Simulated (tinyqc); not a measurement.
Inside a calculation. Method: G0W0 on RHF in the sto-3g basis, for H2O, spin multiplicity 1. One step of it, computed by the program tinyqc.

Problem. Screening: direct RPA. With D = e_a - e_i and K = (ia|jb): diagonalise D^(1/2) (D + 4K) D^(1/2) = Z w^2 Z^T; X + Y = D^(1/2) Z w^(-1/2), each column of Z with its largest component positive (the first on a tie); E_c = (sum w - tr (D + 2K)) / 2.

orbital energies (hartree): MO1 -20.237314, MO2 -1.302024, MO3 -0.648067, MO4 -0.462340, MO5 -0.396993, MO6 0.666820, MO7 0.811467

Two-electron integrals over orbitals (pq|rs), unique and non-zero (hartree):
```
(11|11) 4.743458    (21|11) -0.412704   (21|21) 0.057317    (22|11) 1.002564
(22|21) -0.011998   (22|22) 0.735634    (31|31) 0.011338    (32|31) 0.018381
(32|32) 0.149276    (33|11) 0.819031    (33|21) -0.004339   (33|22) 0.659218
(33|33) 0.650832    (41|11) 0.189584    (41|21) -0.022509   (41|22) 0.017727
(41|33) 0.006865    (41|41) 0.029018    (42|11) -0.117293   (42|21) 0.009674
(42|22) 0.016292    (42|33) 0.007946    (42|41) 0.018965    (42|42) 0.119635
(43|31) -0.003935   (43|32) 0.015220    (43|43) 0.044966    (44|11) 1.021459
(44|21) -0.014607   (44|22) 0.679068    (44|33) 0.612567    (44|41) -0.012354
(44|42) -0.104884   (44|44) 0.812284    (51|51) 0.026082    (52|51) 0.032212
(52|52) 0.142579    (53|53) 0.030034    (54|51) -0.013997   (54|52) -0.047663
(54|54) 0.058691    (55|11) 1.115327    (55|21) -0.011544   (55|22) 0.746768
(55|33) 0.641369    (55|41) 0.005272    (55|42) -0.062703   (55|44) 0.741275
(55|55) 0.880159    (61|11) -0.252749   (61|21) 0.037992    (61|22) -0.000087
(61|33) 0.000009    (61|41) -0.001842   (61|42) 0.020060    (61|44) -0.020553
(61|55) -0.006480   (61|61) 0.033704    (62|11) 0.322918    (62|21) -0.006797
(62|22) 0.146533    (62|33) 0.080620    (62|41) 0.018764    (62|42) 0.017852
(62|44) 0.097516    (62|55) 0.163907    (62|61) 0.005677    (62|62) 0.104675
(63|31) 0.003435    (63|32) -0.039569   (63|43) -0.024546   (63|63) 0.067966
(64|11) 0.199924    (64|21) -0.001711   (64|22) 0.084848    (64|33) 0.041370
(64|41) 0.002790    (64|42) -0.024593   (64|44) 0.114180    (64|55) 0.103505
(64|61) 0.000327    (64|62) 0.059389    (64|64) 0.059059    (65|51) 0.016715
(65|52) 0.061642    (65|54) -0.004682   (65|65) 0.040334    (66|11) 0.813192
(66|21) -0.006756   (66|22) 0.624058    (66|33) 0.580124    (66|41) 0.022396
(66|42) 0.061753    (66|44) 0.550910    (66|55) 0.594004    (66|61) 0.008078
(66|62) 0.098475    (66|64) 0.041907    (66|66) 0.601915    (71|31) 0.015834
(71|32) 0.023718    (71|43) -0.005704   (71|63) 0.004284    (71|71) 0.022188
(72|31) 0.013469    (72|32) 0.034016    (72|43) -0.035077   (72|63) 0.037000
(72|71) 0.017766    (72|72) 0.059366    (73|11) 0.359151    (73|21) -0.007848
(73|22) 0.127748    (73|33) 0.091504    (73|41) -0.001186   (73|42) -0.075112
(73|44) 0.165398    (73|55) 0.184354    (73|61) -0.007601   (73|62) 0.078847
(73|64) 0.069832    (73|66) 0.035532    (73|73) 0.150147    (74|31) -0.010266
(74|32) -0.078170   (74|43) 0.008446    (74|63) 0.039949    (74|71) -0.013999
(74|72) -0.016033   (74|74) 0.068514    (75|53) 0.023498    (75|75) 0.023879
(76|31) 0.009870    (76|32) 0.102114    (76|43) 0.041054    (76|63) -0.062312
(76|71) 0.012938    (76|72) -0.012767   (76|74) -0.056725   (76|76) 0.115247
(77|11) 0.879978    (77|21) -0.009611   (77|22) 0.631318    (77|33) 0.622839
(77|41) 0.004350    (77|42) -0.010618   (77|44) 0.618579    (77|55) 0.630624
(77|61) -0.005696   (77|62) 0.071675    (77|64) 0.037300    (77|66) 0.572479
(77|73) 0.091064    (77|77) 0.628391
```

Give: D^(1/2) (D + 4K) D^(1/2); excitation energies w; X + Y; RPA correlation energy.

Solution.

D^(1/2) (D + 4K) D^(1/2) (hartree^2):
```
          1>6       1>7     2>6      2>7     3>6      3>7     4>6      4>7
1>6  439.8010    0.0000  0.1457   0.0000  0.0000  -0.1679  0.0064   0.0000
1>7    0.0000  444.9192  0.0000   0.4740  0.0902   0.0000  0.0000  -0.2900
2>6    0.1457    0.0000  4.7007   0.0000  0.0000   0.5346  0.3542   0.0000
2>7    0.0000    0.4740  0.0000   4.9687  0.2467   0.0000  0.0000  -0.1052
3>6    0.0000    0.0902  0.0000   0.2467  2.0864   0.0000  0.0000   0.2068
3>7   -0.1679    0.0000  0.5346   0.0000  0.0000   3.0068  0.3586   0.0000
4>6    0.0064    0.0000  0.3542   0.0000  0.0000   0.3586  1.5417   0.0000
4>7    0.0000   -0.2900  0.0000  -0.1052  0.2068   0.0000  0.0000   1.9717
5>6    0.0000    0.0000  0.0000   0.0000  0.0000   0.0000  0.0000   0.0000
5>7    0.0000    0.0000  0.0000   0.0000  0.0000   0.0000  0.0000   0.0000

        5>6     5>7
1>6  0.0000  0.0000
1>7  0.0000  0.0000
2>6  0.0000  0.0000
2>7  0.0000  0.0000
3>6  0.0000  0.0000
3>7  0.0000  0.0000
4>6  0.0000  0.0000
4>7  0.0000  0.0000
5>6  1.3033  0.0000
5>7  0.0000  1.5758
```

excitation energies w (hartree): 1.1416  1.2009  1.2553  1.3405  1.4958  1.7011  2.2166  2.2342  20.9714  21.0931

X + Y:
```
          1        2       3        4        5        6        7        8
1>6  0.0000  -0.0003  0.0000   0.0000   0.0000   0.0016  -0.0006   0.0000
1>7  0.0000   0.0000  0.0000   0.0022   0.0011   0.0000   0.0000  -0.0034
2>6  0.0000  -0.0942  0.0000   0.0000   0.0000  -0.3332   0.8934   0.0000
2>7  0.0000   0.0000  0.0000   0.0930  -0.0552   0.0000   0.0000   0.9689
3>6  0.0000   0.0000  0.0000  -0.6149   0.7309   0.0000   0.0000   0.0633
3>7  0.0000  -0.2192  0.0000   0.0000   0.0000   0.8670   0.2357   0.0000
4>6  0.0000   0.9476  0.0000   0.0000   0.0000   0.1361   0.0931   0.0000
4>7  0.0000   0.0000  0.0000   0.7607   0.5764   0.0000   0.0000  -0.0219
5>6  0.9653   0.0000  0.0000   0.0000   0.0000   0.0000   0.0000   0.0000
5>7  0.0000   0.0000  0.9812   0.0000   0.0000   0.0000   0.0000   0.0000

           9       10
1>6   0.9984   0.0000
1>7   0.0000   0.9989
2>6   0.0001   0.0000
2>7   0.0000   0.0003
3>6   0.0000   0.0001
3>7  -0.0001   0.0000
4>6   0.0000   0.0000
4>7   0.0000  -0.0002
5>6   0.0000   0.0000
5>7   0.0000   0.0000
```

RPA correlation energy = -0.046981 hartree
